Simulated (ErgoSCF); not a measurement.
# AlNH2F (SMILES [NH2][Al][F]): levels of theory compared

Aim: a comparison of 6 runs (UHF/STO-3G, UHF/3-21G, UHF/def2-SVP, UBP86/pcseg-1, UPBE0/def2-SVP, UPBE0/6-31+G*) of AlNH2F. 

Program for the calculation: ErgoSCF 3.8.

### 1 The molecule

AlNH2F: 5 atoms, total charge 0, spin state doublet. SMILES: `[NH2][Al][F]`. The coordinates come from a PBE0-D4/def2-TZVP relaxation. This is one conformer, not always the lowest.

Bond lengths: N1–Al2 1.765 Å, Al2–F3 1.658 Å, N1–H4 1.007 Å, N1–H5 1.009 Å. Angles: N1–Al2–F3 117.4°, Al2–N1–H4 124.8°, Al2–N1–H5 124.2°, H4–N1–H5 111.0°.

### 2 The energy at UHF/STO-3G (run 1)

The input, input.ego:

```
# single point, AlFH2N
set_nthreads(1)
molecule_inline
N   -0.72697764   0.94297334  -0.49850975
Al   1.19430691  -0.53441455   1.79429496
F    2.32190649  -3.37656264   1.11493841
H   -1.51990672   2.66130130  -0.30745844
H   -1.17484273   0.16742973  -2.18149984
EOF
spin_polarization = 1
scf.output_mulliken_pop = 1
basis = "STO-3G"
scf.max_number_of_iterations = 120
scf.use_diagonalization = 1
tmpdir = "."
run "HF"
```

The basis set STO-3G is read from a file made from the Basis Set Exchange's data (not shown).

Started as:

```
$ ergo input.ego
```

The program printed:

```text
[...]
INSC SCF_general constructor, number of basis functions: 21
[...]
INSC Energy   1 =       -342.31325696380
[...]
INDE E_LUMO =          0.27918718981
[...]
INSC Energy  19 =       -391.95853454380  ( diff     -0.000000000001535 )
[...]
RESC CONVERGED after  19 iterations.
RESC FINAL ENERGY:       -391.95853454380
RESC FINAL <S2> =          0.75472201821
[...]
INSC SCF: dipole_moment_x [atomic units] =      -0.02878516
INSC SCF: dipole_moment_y [atomic units] =       0.58767713
INSC SCF: dipole_moment_z [atomic units] =       0.54558224
[...]
```

Wall time 2.4 s (1 thread of Arm Neoverse V1, shared host); peak memory 0.26 GiB.

### 3 The energy at UHF/3-21G (run 2)

The input, run.inp:

```
# single point, AlFH2N
set_nthreads(1)
scf.output_mulliken_pop = 1
basis = "3-21G"
scf.max_number_of_iterations = 120
tmpdir = "."
scf.use_diagonalization = 1
spin_polarization = 1
molecule_inline Angstrom
N     -0.384700     0.499000    -0.263800
Al     0.632000    -0.282800     0.949500
F      1.228700    -1.786800     0.590000
H     -0.804300     1.408300    -0.162700
H     -0.621700     0.088600    -1.154400
EOF
run "HF"
```

The basis set 3-21G is read from a file made from the Basis Set Exchange's data (not shown).

Started as:

```
$ ergo run.inp
```

The program printed:

```text
[...]
INSC SCF_general constructor, number of basis functions: 35
[...]
INSC Energy   1 =       -250.67974004952
[...]
INDE E_LUMO =          0.03431325475
[...]
INSC Energy  19 =       -394.88518061534  ( diff     -0.000000000009777 )
[...]
RESC CONVERGED after  19 iterations.
RESC FINAL ENERGY:       -394.88518061534
RESC FINAL <S2> =          0.75315364094
[...]
INSC SCF: dipole_moment_x [atomic units] =      -0.44371213
INSC SCF: dipole_moment_y [atomic units] =       0.91272228
INSC SCF: dipole_moment_z [atomic units] =       0.05656116
[...]
```

Run time: 2.8 s. Hardware: 1 thread of Arm Neoverse V1, shared host; peak memory 0.26 GiB.

Runs 3 to 5 aren't shown in full; the table further down has their settings and results.

### 4 The energy at UPBE0/6-31+G(d) (spherical functions) (run 6)

The input, geom.xyz:

```xyz
5

N     -0.384700     0.499000    -0.263800
Al     0.632000    -0.282800     0.949500
F      1.228700    -1.786800     0.590000
H     -0.804300     1.408300    -0.162700
H     -0.621700     0.088600    -1.154400
```

The input, run.inp:

```
set_nthreads(1)
molecule "geom.xyz"
basis = "6-31+G*"
scf.output_mulliken_pop = 1
tmpdir = "."
spin_polarization = 1
XC.angint = 41
scf.use_diagonalization = 1
scf.max_number_of_iterations = 120
XC.sparse_mode = 0
XC.radint = 1e-11
run "PBE0"
```

The basis set 6-31+G* is read from a file made from the Basis Set Exchange's data (not shown).

Started as:

```
$ ergo run.inp
```

The program printed:

```text
[...]
INDF Weighted mixed functional:
[...]
INSC Energy   1 =       -176.87747999434
[...]
INDE E_LUMO =         -0.09703783524
[...]
INSC Energy  18 =       -398.01024574924  ( diff     -0.000000000015234 )
[...]
RESC CONVERGED after  18 iterations.
RESC FINAL ENERGY:       -398.01024574924
RESC FINAL <S2> =          0.75173507969
[...]
INSC SCF: dipole_moment_x [atomic units] =      -0.44437952
INSC SCF: dipole_moment_y [atomic units] =       0.80969971
INSC SCF: dipole_moment_z [atomic units] =      -0.05039570
[...]
```

Run time: 30 s. Hardware: 1 thread of Arm Neoverse V1, shared host; peak memory 0.26 GiB.

### 5 Overview of the runs

```csv
run,level,integration grid,radint,energy (Eh),dipole moment (D),⟨S²⟩,wall time
1,UHF/STO-3G,–,–,-391.958535,2.04,0.755,2.4 s
2,UHF/3-21G,–,–,-394.885181,2.58,0.753,2.8 s
3,UHF/def2-SVP,–,–,-396.849561,2.43,0.752,17 s
4,UBP86/pcseg-1,Turbo,1e-11,-398.275367,2.34,0.752,18 s
5,UPBE0/def2-SVP,Turbo,1e-11,-397.818279,2.32,0.752,21 s
6,UPBE0/6-31+G* (spherical functions),Turbo,1e-11,-398.010246,2.35,0.752,30 s
```

### 6 Summary of results

| quantity | value |
| --- | --- |
| run 6: total energy | -398.01025 Eh |
| run 6: dipole moment | 2.35 D |
| run 6: ⟨S²⟩ | 0.752 |

In words: The dipole moment (its size) runs from 2.04 D (UHF/STO-3G) to 2.58 D (UHF/3-21G). Totals of different functionals can't be ranked against each other. In run 1 the basis is minimal, so the values are rough. All runs together took 91 s, the longest 30 s.
